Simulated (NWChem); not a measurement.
# One shape, several levels: C2F4 (SMILES FC(F)=C(F)F)

Aim: a comparison of 5 runs (PBE/6-31G*, SVWN5/6-31G*, revPBE/6-31G*, B3LYP/6-31G*, CCSD/6-31G*) of C2F4. 

The results are computed with NWChem 7.3.0.

### Step 1. Starting point

C2F4: 6 atoms, total charge 0, spin state singlet. SMILES: `FC(F)=C(F)F`. The coordinates come from a PBE0-D4/def2-TZVP relaxation.

Bond lengths: F1–C2 1.310 Å, C2–F3 1.310 Å, C2–C4 1.320 Å, C4–F5 1.310 Å, C4–F6 1.310 Å. Angles: F1–C2–F3 113.3°, F1–C2–C4 123.4°, F3–C2–C4 123.4°, C2–C4–F5 123.4°, C2–C4–F6 123.4°, F5–C4–F6 113.3°.

### Step 2. Energy and gradient at PBE/6-31G(d) (spherical functions) (run 1)

Contents of sp.nw:

```
start sp
memory 2200 mb
geometry units angstrom noautosym nocenter noautoz
F        1.169200      -1.134500      -0.708000
C        0.202500      -0.640200       0.025700
F       -0.337500      -1.520600       0.832300
C       -0.188400       0.618800      -0.041100
F        0.351500       1.499300      -0.847600
F       -1.155200       1.113100       0.692600
end
basis spherical bse
* library 6-31G*
end
dft
xc xpbe96 cpbe96
grid xfine
convergence energy 1e-08
iterations 100
mulliken
end
task dft gradient
```

The run is started by

```sh
nwchem sp.nw > sp.out
```

Standard output:

```text
[...]
          Wavefunction type:  closed shell.
          No. of atoms     :     6
          No. of electrons :    48
[...]
          Charge           :     0
          Spin multiplicity:     1
[...]
          AO basis - number of functions:    84
[...]
              XC Information
              --------------
          PerdewBurkeErnzerhof Exchange Functional  1.000
            Perdew 1991 LDA Correlation Functional  1.000 local
           PerdewBurkeErnz. Correlation Functional  1.000 non-local
[...]
 d= 0,ls=0.0,diis     1   -474.8518168772 -7.20D+02  2.54D-02  1.78D+00     1.6
[...]
 d= 0,ls=0.0,diis    10   -475.0405200985 -3.35D-10  6.29D-08  7.64D-11    14.3
         Total DFT energy =     -475.040520098510
      One electron energy =    -1147.281468100429
           Coulomb energy =      478.964559150390
    Exchange-Corr. energy =      -52.278849624414
 Nuclear repulsion energy =      245.555238475942
[...]
      Total Density - Mulliken Population Analysis
     ---------------------------------------------
    Atom       Charge   Shell Charges
 -----------   ------   -------------------------------------------------------
    1 F    9     9.22   2.00  0.94  3.30  1.02  1.94  0.02
    2 C    6     5.56   2.00  0.66  2.00  0.26  0.52  0.12
    3 F    9     9.22   2.00  0.94  3.30  1.02  1.94  0.02
    4 C    6     5.56   2.00  0.66  2.00  0.26  0.52  0.12
    5 F    9     9.22   2.00  0.94  3.30  1.02  1.94  0.02
    6 F    9     9.22   2.00  0.94  3.30  1.02  1.94  0.02
[...]
  wavefunction    = closed shell
                         DFT ENERGY GRADIENTS
    atom               coordinates                        gradient
                 x          y          z           x          y          z
   1 F       2.209468  -2.143894  -1.337926   -0.017692   0.007193   0.014060
   2 C       0.382670  -1.209803   0.048566   -0.000699   0.002339  -0.000144
   3 F      -0.637783  -2.873517   1.572819    0.010926   0.014494  -0.015182
   4 C      -0.356024   1.169362  -0.077668    0.000765  -0.002366   0.000094
   5 F       0.664239   2.833266  -1.601732   -0.010947  -0.014502   0.015206
   6 F      -2.183011   2.103454   1.308824    0.017647  -0.007157  -0.014033
[...]
```

Wall time 18 s (1 thread of Intel Xeon 6975P-C (Granite Rapids), shared host); peak memory 0.13 GiB.

### Step 3. Energy and gradient at SVWN5/6-31G(d) (spherical functions) (run 2)

Contents of c2f4.xyz:

```xyz
6
C2F4 SVWN5
F      1.169200    -1.134500    -0.708000
C      0.202500    -0.640200     0.025700
F     -0.337500    -1.520600     0.832300
C     -0.188400     0.618800    -0.041100
F      0.351500     1.499300    -0.847600
F     -1.155200     1.113100     0.692600
```

Contents of c2f4.nw:

```
start c2f4
title "C2F4 SVWN5"
memory 2200 mb
charge 0

geometry noautosym nocenter noautoz
load c2f4.xyz
end

basis spherical bse
F library 6-31G*
C library 6-31G*
end

dft
xc slater vwn_5
grid xfine
convergence energy 1e-08
iterations 100
mulliken
print medium
end

task dft gradient
```

The run is started by

```sh
nwchem c2f4.nw > c2f4.out
```

Standard output:

```text
[...]
          Wavefunction type:  closed shell.
          No. of atoms     :     6
          No. of electrons :    48
[...]
          Charge           :     0
          Spin multiplicity:     1
[...]
          AO basis - number of functions:    84
[...]
              XC Information
              --------------
                        Slater Exchange Functional  1.000 local
                      VWN V Correlation Functional  1.000 local
[...]
 d= 0,ls=0.0,diis     1   -472.1001680190 -7.18D+02  2.70D-02  2.29D+00     1.0
[...]
 d= 0,ls=0.0,diis    10   -472.3029427621 -5.63D-10  1.07D-07  2.30D-10     7.0
         Total DFT energy =     -472.302942762119
      One electron energy =    -1146.952647386742
           Coulomb energy =      478.571264471918
    Exchange-Corr. energy =      -49.476798323237
 Nuclear repulsion energy =      245.555238475943
[...]
      Total Density - Mulliken Population Analysis
     ---------------------------------------------
    Atom       Charge   Shell Charges
 -----------   ------   -------------------------------------------------------
    1 F    9     9.20   2.00  0.92  3.30  1.02  1.94  0.02
    2 C    6     5.60   1.99  0.65  2.01  0.26  0.56  0.12
    3 F    9     9.20   2.00  0.92  3.30  1.02  1.94  0.02
    4 C    6     5.60   1.99  0.65  2.01  0.26  0.56  0.12
    5 F    9     9.20   2.00  0.92  3.30  1.02  1.94  0.02
    6 F    9     9.20   2.00  0.92  3.30  1.02  1.94  0.02
[...]
  wavefunction    = closed shell
                         DFT ENERGY GRADIENTS
    atom               coordinates                        gradient
                 x          y          z           x          y          z
   1 F       2.209468  -2.143894  -1.337926   -0.003889   0.000010   0.003626
   2 C       0.382670  -1.209803   0.048566   -0.003510   0.011395  -0.000623
   3 F      -0.637783  -2.873517   1.572819    0.003288   0.001818  -0.003696
   4 C      -0.356024   1.169362  -0.077668    0.003576  -0.011423   0.000574
   5 F       0.664239   2.833266  -1.601732   -0.003309  -0.001825   0.003720
   6 F      -2.183011   2.103454   1.308824    0.003844   0.000025  -0.003600
[...]
```

Run time: 9.6 s. Hardware: 1 thread of Intel Xeon 6975P-C (Granite Rapids), shared host; peak memory 0.13 GiB.

### Step 4. Energy and gradient at revPBE/6-31G(d) (spherical functions) (run 3)

Contents of run.py:

```python
from ase import Atoms
from ase.calculators.nwchem import NWChem

atoms = Atoms(['F', 'C', 'F', 'C', 'F', 'F'], positions=[
    [1.169200, -1.134500, -0.708000],
    [0.202500, -0.640200, 0.025700],
    [-0.337500, -1.520600, 0.832300],
    [-0.188400, 0.618800, -0.041100],
    [0.351500, 1.499300, -0.847600],
    [-1.155200, 1.113100, 0.692600],
])

calc = NWChem(
    label='geom',
    theory='dft',
    memory='2200 mb',
    basis='6-31G*',
    basispar='spherical bse',
    dft={'xc': 'revpbe cpbe96', 'mult': '1', 'grid': 'xfine', 'convergence': 'energy 1e-08', 'iterations': '100', 'mulliken': None},
)
atoms.calc = calc

forces = atoms.get_forces()
print(f"energy = {atoms.get_potential_energy():.6f} eV")
print("forces (eV/A):")
for s, f in zip(atoms.symbols, forces):
    print(f"{s:2s} {f[0]:10.5f} {f[1]:10.5f} {f[2]:10.5f}")
print("dipole (e A):", atoms.get_dipole_moment().round(4))
```

The run is started by

```sh
export ASE_NWCHEM_COMMAND="nwchem PREFIX.nwi > PREFIX.nwo"
python run.py
```

Standard output:

```text
energy = -12934.857493 eV
forces (eV/A):
F     1.12779   -0.48640   -0.88677
C     0.01399   -0.04947    0.00370
F    -0.68073   -0.94812    0.96139
C    -0.01738    0.05086   -0.00108
F     0.68181    0.94858   -0.96257
F    -1.12547    0.48450    0.88539
dipole (e A): [ 0.0001 -0.     -0.0001]
```

The calculator wrote geom.nwi:

```
title "geom"

permanent_dir geom

scratch_dir geom

start geom

geometry units angstrom nocenter noautosym noautoz
  F  1.1692000000000000e+00 -1.1345000000000001e+00 -7.0799999999999996e-01
  C  2.0250000000000001e-01 -6.4019999999999999e-01 2.5700000000000001e-02
  F  -3.3750000000000002e-01 -1.5206000000000000e+00 8.3230000000000004e-01
  C  -1.8840000000000001e-01 6.1880000000000002e-01 -4.1099999999999998e-02
  F  3.5149999999999998e-01 1.4993000000000001e+00 -8.4760000000000002e-01
  F  -1.1552000000000000e+00 1.1131000000000000e+00 6.9259999999999999e-01
end

memory 2200 mb

basis spherical bse noprint
   * library 6-31G*
end

dft
  xc revpbe cpbe96
  mult 1
  grid xfine
  convergence energy 1e-08
  iterations 100
  mulliken
end

task dft gradient
```

geom.nwo:

```text
Northwest Computational Chemistry Package (NWChem) 7.3.0
             --------------------------------------------------------

           Job information
           ---------------

    nwchem branch   = 7.3.0
    use scalapack   = T
    input           = geom.nwi
    prefix          = geom.
    data base       = geom/geom.db
    status          = startup
    nproc           =        1

           Memory information
           ------------------

    heap     =     72089600 doubles =      550.0 Mbytes
    stack    =     72089597 doubles =      550.0 Mbytes
    global   =    144179200 doubles =     1100.0 Mbytes (distinct from heap & stack)
    total    =    288358397 doubles =     2200.0 Mbytes
    verify   = yes
    hardfail = no

[... 101 lines left out ...]
  convergence criterion.
[... 36 lines left out ...]
          Spatial weights used:  Erf1
[... 75 lines left out ...]
         Total DFT energy =     -475.347249170834
[... 3 lines left out ...]
 Nuclear repulsion energy =      245.555238475942
[... 662 lines left out ...]
          Convergence on gradient requested:  5.00D-04
[... 23 lines left out ...]
          total energy or number of iterations.
[... 37 lines left out ...]
                 ----------------------------------------
                 |  Time  |  1-e(secs)   |  2-e(secs)   |
                 ----------------------------------------
                 |  CPU   |       0.00   |       0.98   |
                 ----------------------------------------
                 |  WALL  |       0.00   |       0.98   |
                 ----------------------------------------

 Task  times  cpu:       17.0s     wall:       17.0s
 Total times  cpu:       17.0s     wall:       17.0s
```

It took 18 s on 1 thread of Intel Xeon 6975P-C (Granite Rapids), shared host; peak memory 0.13 GiB.

Run 4 isn't shown in full; the table further down has it.

### Step 5. A single-point energy at CCSD/6-31G(d) (spherical functions) (run 5)

Contents of sp.xyz:

```xyz
6
C2F4
F      1.169200    -1.134500    -0.708000
C      0.202500    -0.640200     0.025700
F     -0.337500    -1.520600     0.832300
C     -0.188400     0.618800    -0.041100
F      0.351500     1.499300    -0.847600
F     -1.155200     1.113100     0.692600
```

Contents of run.py:

```python
from ase.io import read
from ase.calculators.nwchem import NWChem

atoms = read('sp.xyz')

calc = NWChem(
    label='sp',
    theory='ccsd',
    memory='2200 mb',
    basis='6-31G*',
    basispar='spherical bse',
    scf={'nopen': '0', 'rhf': None, 'thresh': '1e-08', 'maxiter': '80'},
    ccsd={'freeze': 'core 6', 'maxiter': '60'},
    task='energy',
)
atoms.calc = calc

print("Total energy (eV):", round(atoms.get_potential_energy(), 6))
```

The run is started by

```sh
export ASE_NWCHEM_COMMAND="nwchem PREFIX.nwi > PREFIX.nwo"
python run.py
```

Standard output:

```text
Total energy (eV): -12907.454099
```

The calculator wrote sp.nwi:

```
title "sp"

permanent_dir sp

scratch_dir sp

start sp

geometry units angstrom nocenter noautosym noautoz
  F  1.1692000000000000e+00 -1.1345000000000001e+00 -7.0799999999999996e-01
  C  2.0250000000000001e-01 -6.4019999999999999e-01 2.5700000000000001e-02
  F  -3.3750000000000002e-01 -1.5206000000000000e+00 8.3230000000000004e-01
  C  -1.8840000000000001e-01 6.1880000000000002e-01 -4.1099999999999998e-02
  F  3.5149999999999998e-01 1.4993000000000001e+00 -8.4760000000000002e-01
  F  -1.1552000000000000e+00 1.1131000000000000e+00 6.9259999999999999e-01
end

memory 2200 mb

basis spherical bse noprint
   * library 6-31G*
end

scf
  nopen 0
  rhf
  thresh 1e-08
  maxiter 80
end
ccsd
  freeze core 6
  maxiter 60
end

task ccsd energy
```

sp.nwo:

```text
Northwest Computational Chemistry Package (NWChem) 7.3.0
             --------------------------------------------------------

           Job information
           ---------------

    nwchem branch   = 7.3.0
    use scalapack   = T
    input           = sp.nwi
    prefix          = sp.
    data base       = sp/sp.db
    status          = startup
    nproc           =        1

           Memory information
           ------------------

    heap     =     72089600 doubles =      550.0 Mbytes
    stack    =     72089597 doubles =      550.0 Mbytes
    global   =    144179200 doubles =     1100.0 Mbytes (distinct from heap & stack)
    total    =    288358397 doubles =     2200.0 Mbytes
    verify   = yes
    hardfail = no

[... 126 lines left out ...]
         Quadratically convergent ROHF
[... 15 lines left out ...]
       Final RHF  results
[... 4 lines left out ...]
      Two-electron energy =    427.572924590268
[... 43 lines left out ...]
                       ROHF Final Molecular Orbital Analysis
[... 231 lines left out ...]
 Total MP2 energy:           -474.326807044272186
[... 21 lines left out ...]
  Failed reading restart vector from sp/sp.t2
[... 3 lines left out ...]
             energy      energy      error      ampl     ampl      Block
[... 6 lines left out ...]
                  *************converged*************
[... 6 lines left out ...]
 Total CCSD energy:           -474.340193005287290
[... 1 line left out ...]
 --------------------------------
 Spin Component Scaled (SCS) CCSD
 --------------------------------
 Same spin contribution:                 -0.227396187189252
 Same spin scaling factor:                1.130000000000000
 Opposite spin contribution:             -0.702399551127032
 Opposite spin scaling fact.:             1.270000000000000
 SCS-CCSD correlation energy:            -1.149005121455185
 Total SCS-CCSD energy:                -474.559402388426179

 routine      calls  cpu(0)   cpu-min  cpu-ave  cpu-max   i/o
 aoccsd          1     0.03     0.03     0.03     0.03    0.00
 iterdrv         1     0.04     0.04     0.04     0.04    0.00
 pampt          12     0.22     0.22     0.22     0.22    0.00
[... 9 lines of this table left out ...]
 Total                60.05    60.05    60.05    60.05    0.00

 Task  times  cpu:       69.0s     wall:       69.0s
 Total times  cpu:       69.0s     wall:       69.0s
```

Run time: 70 s. Hardware: 1 thread of Intel Xeon 6975P-C (Granite Rapids), shared host; peak memory 0.3 GiB.

### Step 6. Overview of the runs

| run | level | Cartesian functions | integration grid | energy (Eh) | dipole moment (D) | HOMO energy (eV) | LUMO energy (eV) | wall time |
| --- | --- | --- | --- | --- | --- | --- | --- | --- |
| 1 | PBE/6-31G* (spherical functions) | no | xfine | -475.040520 | 0.00 | -5.43 | 0.39 | 18 s |
| 2 | SVWN5/6-31G* (spherical functions) | no | xfine | -472.302943 | 0.00 | -5.66 | 0.08 | 9.6 s |
| 3 | revPBE/6-31G* (spherical functions) | no | xfine | -475.347249 | 0.00 | -5.36 | 0.49 | 18 s |
| 4 | B3LYP/6-31G* (Cartesian functions) | yes | fine | -475.498762 | 0.00 | -6.79 | 1.03 | 8.7 s |
| 5 | CCSD/6-31G* (spherical functions) | no | – | -474.340193 | – | -10.65 | 5.50 | 70 s |

### Step 7. What came out

```
                                          quantity          value
                               run 5: total energy  -474.34019 Eh
        run 5: HOMO energy (Hartree–Fock orbitals)      -10.65 eV
        run 5: LUMO energy (Hartree–Fock orbitals)        5.50 eV
      run 5: HOMO–LUMO gap (Hartree–Fock orbitals)       16.16 eV
run 5: correlation energy (6 core orbitals frozen)     -929.8 mEh
```

**Reading.** Over runs 1, 2, 3, 4 the HOMO–LUMO gap runs from 5.74 eV (SVWN5/6-31G*) to 7.82 eV (B3LYP/6-31G*). Totals of different functionals can't be ranked against each other. All runs together took 2.1 min, the longest 70 s.
